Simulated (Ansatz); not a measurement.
# BH− (quartet): HSE06, B2PLYP over a scan of the distance B1–H2, aug-cc-pVTZ

Aim: run BH− (quartet) with these functionals over a scan of the distance B1–H2, and hold them against the top wave-function level at the same points.

Computed with Ansatz 0.2.0, Gaussian basis. Level: aug-cc-pVTZ, all electrons in the functionals, frozen cores in the correlation of double hybrids and RPA.

To be run: HSE06, B2PLYP, at 0.977 Å; 1.069 Å; 1.206 Å; 1.352 Å; 1.485 Å; 1.651 Å; 1.910 Å; 2.262 Å; 2.601 Å; 3.204 Å; 4.202 Å.

9 further runs of the same task are left out: 9 that didn't finish.

## (1) The geometry

The geometry derives from a PBE0/def2-TZVPD stationary point (not a proven minimum). One bond is set to the value named and the two fragments are kept rigid.

2 atoms, charge -1, spin multiplicity 4.

Atoms are counted from 1 here; the program's logs count them from 0.

Bond lengths: B1–H2 1.206 Å.

Geometry (Å):

```xyz
2
charge -1, multiplicity 4
B     0.00000    0.00000    0.00000
H     0.00000    0.00000    1.20580
```

No dispersion term is added. HSE06 is the plane-wave form.

The geometry shown and the zero of energy belong to the point 1.206 Å. The yardstick, UCCSDT(Q), and other wave-function levels (R restricted, U unrestricted, valence and pair active spaces) come from earlier runs.

## (2) HSE06, 0.977 Å

File in.yaml:

```yaml
crystal:
  periodic: [false, false, false]
  atoms:
    - {symbol: B, position_ang: [0.000000, 0.000000, 0.000000]}
    - {symbol: H, position_ang: [0.000000, 0.000000, 0.977000]}
basis:
  gaussian: {orbitals: aug-cc-pVTZ}
total_charge: -1
magnetization: {spin_polarized: true, initial_magnetization: 3}
hamiltonian: {xc: {name: HSE06}}
```

Run with:

```
ansatz run in.yaml --threads 1 --pin off --events-out ev --progress --plain --max-ram 2816MiB --backend cpu
```

Further steps of the session: HSE06, 1.069 Å; HSE06, 1.206 Å; HSE06, 1.352 Å; HSE06, 1.485 Å; HSE06, 1.651 Å; HSE06, 1.910 Å; HSE06, 2.262 Å; HSE06, 2.601 Å; HSE06, 3.204 Å; HSE06, 4.202 Å; B2PLYP, 0.977 Å; B2PLYP, 1.069 Å; B2PLYP, 1.206 Å; B2PLYP, 1.352 Å; B2PLYP, 1.485 Å; B2PLYP, 1.651 Å; B2PLYP, 1.910 Å; B2PLYP, 2.262 Å; B2PLYP, 2.601 Å; B2PLYP, 3.204 Å; B2PLYP, 4.202 Å.

Before running them: what should the planned runs give, taken together? Wanted: span of the UCCSDT(Q) curve; largest miss, HSE06; largest miss, B2PLYP.

As calculated:

| quantity | value |
| --- | --- |
| span of the UCCSDT(Q) curve | 2.609 eV |
| largest miss, HSE06 | +0.194 eV (2.601 Å) |
| largest miss, B2PLYP | +0.087 eV (1.910 Å) |

Of the functionals, B2PLYP keep the smallest largest miss at the points compared (at most 0.087 eV) and HSE06 strays most (0.194 eV, at 2.601 Å). Functionals and the yardstick converge differently with the basis, so part of each miss in aug-cc-pVTZ is the basis.
